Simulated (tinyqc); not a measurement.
Inside a calculation. Method: CIS and TDHF on RHF in the sto-3g basis, for H2O, spin multiplicity 1. One step of it, computed by the program tinyqc.

Task: CIS triplet states. Diagonalise A (1 hartree = 27.211386 eV); each vector has its largest component positive (the first on a tie).

CIS matrix A, triplet (hartree):
```
           1>6        1>7        2>6        2>7        3>6        3>7        4>6        4>7
1>6  20.006895   0.000000   0.007391   0.000000   0.000000  -0.008093  -0.019727   0.000000
1>7   0.000000  20.072315   0.000000   0.008440  -0.008093   0.000000   0.000000  -0.004427
2>6   0.007391   0.000000   1.196914   0.000000   0.000000  -0.088561  -0.049841   0.000000
2>7   0.000000   0.008440   0.000000   1.281552  -0.088561   0.000000   0.000000   0.010413
3>6   0.000000  -0.008093   0.000000  -0.088561   0.559671   0.000000   0.000000  -0.053371
3>7  -0.008093   0.000000  -0.088561   0.000000   0.000000   0.608384  -0.053371   0.000000
4>6  -0.019727   0.000000  -0.049841   0.000000   0.000000  -0.053371   0.480726   0.000000
4>7   0.000000  -0.004427   0.000000   0.010413  -0.053371   0.000000   0.000000   0.529015
5>6   0.000000   0.000000   0.000000   0.000000   0.000000   0.000000   0.000000   0.000000
5>7   0.000000   0.000000   0.000000   0.000000   0.000000   0.000000   0.000000   0.000000

          5>6       5>7
1>6  0.000000  0.000000
1>7  0.000000  0.000000
2>6  0.000000  0.000000
2>7  0.000000  0.000000
3>6  0.000000  0.000000
3>7  0.000000  0.000000
4>6  0.000000  0.000000
4>7  0.000000  0.000000
5>6  0.363603  0.000000
5>7  0.000000  0.429656
```

Give: triplet excitation energies; lowest vectors.

Result:

triplet excitation energies (eV): [9.8941, 11.6915, 12.3286, 13.2272, 16.0960, 16.8875, 32.9890, 35.1741, 544.4161, 546.1957]

lowest vectors, order 1>6, 1>7, 2>6, 2>7, 3>6, 3>7, 4>6, 4>7, 5>6, 5>7:
$$\begin{pmatrix}
0.0000 & 0.0000 & 0.0010 & 0.0000 & 0.0000 & -0.0001 \\
0.0000 & 0.0000 & 0.0000 & 0.0004 & 0.0001 & 0.0000 \\
0.0000 & 0.0000 & 0.1065 & 0.0000 & 0.0000 & 0.1072 \\
0.0000 & 0.0000 & 0.0000 & 0.0603 & 0.1077 & 0.0000 \\
0.0000 & 0.0000 & 0.0000 & 0.6327 & 0.7648 & 0.0000 \\
0.0000 & 0.0000 & 0.3770 & 0.0000 & 0.0000 & 0.9156 \\
0.0000 & 0.0000 & 0.9201 & 0.0000 & 0.0000 & -0.3875 \\
0.0000 & 0.0000 & 0.0000 & 0.7721 & -0.6352 & 0.0000 \\
1.0000 & 0.0000 & 0.0000 & 0.0000 & 0.0000 & 0.0000 \\
0.0000 & 1.0000 & 0.0000 & 0.0000 & 0.0000 & 0.0000
\end{pmatrix}$$
